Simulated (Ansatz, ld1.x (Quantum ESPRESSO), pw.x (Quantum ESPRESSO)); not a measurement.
## What a changed setting does to a pw.x run (diamond Se)

Potential: ultrasoft, ld1.x (Quantum ESPRESSO) 7.5, LDA (PW92); core [Ar] 3d10, reference 4s2 4p4; waves: 4s (bound): rcut 1.40, rcutus 1.60 bohr; 4s channel at -0.9 Ry: rcut 1.40, rcutus 1.60 bohr; 4p (bound): rcut 1.85, rcutus 2.05 bohr; 4p channel at 2.3 Ry: rcut 1.85, rcutus 2.05 bohr; 4d channel at -0.05 Ry: rcut 1.30, rcutus 1.60 bohr; local part: all-electron potential smoothed inside 1.70 bohr (lloc = -1); core correction: a·sin(br)/r model core inside 1.86 bohr; augmentation: PSQ, inside the norm-conserving radii.

The reference run (k-mesh 8³, cutoffs 40/380 Ry, Fermi–Dirac 0.01 Ry, mixing_beta 0.4, conv_thr 1e-9, no spin) gives -0.11 GPa at 29.378 Å³/atom, where all-electron LAPW gives -0.04 GPa. This run, with its own iteration cap, changes k-mesh points per axis to 2.

```
&control
  calculation='scf', prefix='x', pseudo_dir='./', outdir='./tmp', tstress=.true., disk_io='none'
/
&system
  ibrav=0, nat=2, ntyp=1, ecutwfc=40, ecutrho=380, nbnd=14,
  occupations='smearing', smearing='fd', degauss=0.01
/
&electrons
  conv_thr=1e-09, mixing_beta=0.4, electron_maxstep=50
/
ATOMIC_SPECIES
Se 1.0 Se.UPF
CELL_PARAMETERS angstrom
  0.00000000 3.08560793 3.08560793
  3.08560793 0.00000000 3.08560793
  3.08560793 3.08560793 0.00000000
ATOMIC_POSITIONS crystal
Se 0.0000 0.0000 0.0000
Se 0.2500 0.2500 0.2500
K_POINTS automatic
2 2 2 0 0 0
```

```bash
pw.x < Se.scf.in > Se.scf.out
```

Problem. How does the run end?

Solution. It converges in 6 iterations; the free energy moves by -439.6 meV/atom and the pressure by -6.80 GPa.

```
Message from routine setup:
     using ibrav=0 with symmetry is DISCOURAGED, use correct ibrav instead
     lattice parameter (alat)  =       8.2462  a.u.
     unit-cell volume          =     396.5051 (a.u.)^3
     number of electrons       =        12.00
     number of Kohn-Sham states=           14
     kinetic-energy cutoff     =      40.0000  Ry
     charge density cutoff     =     380.0000  Ry
     scf convergence threshold =      1.0E-09
     Exchange-correlation= PW
     number of k points=     3  Fermi-Dirac smearing, width (Ry)=  0.0100
     iteration #  1     ecut=    40.00 Ry     beta= 0.40
     total energy              =     -38.71893982 Ry
     estimated scf accuracy    <       0.00390329 Ry
     iteration #  2     ecut=    40.00 Ry     beta= 0.40
     total energy              =     -38.71870103 Ry
     estimated scf accuracy    <       0.00110269 Ry
     iteration #  3     ecut=    40.00 Ry     beta= 0.40
     total energy              =     -38.71875362 Ry
     estimated scf accuracy    <       0.00002073 Ry
     iteration #  4     ecut=    40.00 Ry     beta= 0.40
     total energy              =     -38.71875692 Ry
     estimated scf accuracy    <       0.00000031 Ry
     iteration #  5     ecut=    40.00 Ry     beta= 0.40
     total energy              =     -38.71875693 Ry
     estimated scf accuracy    <       0.00000011 Ry
     iteration #  6     ecut=    40.00 Ry     beta= 0.40
     the Fermi energy is     4.4027 ev
!    total energy              =     -38.71875694 Ry
     estimated scf accuracy    <          8.4E-11 Ry
     smearing contrib. (-TS)   =      -0.01129673 Ry
     The total energy is F=E-TS. E is the sum of the following terms:
     one-electron contribution =      -1.57645446 Ry
     hartree contribution      =       5.01766444 Ry
     xc contribution           =      -8.89086497 Ry
     ewald contribution        =     -33.25780522 Ry
     convergence has been achieved in   6 iterations
          total   stress  (Ry/bohr**3)                   (kbar)     P=      -69.02
     Message from routine punch:
     Nothing written, as per user request (disk_io='none')
```

The run took about 3.5 s on one core of a shared host (Neoverse-V1, 32 threads, 247 GiB, load 10).
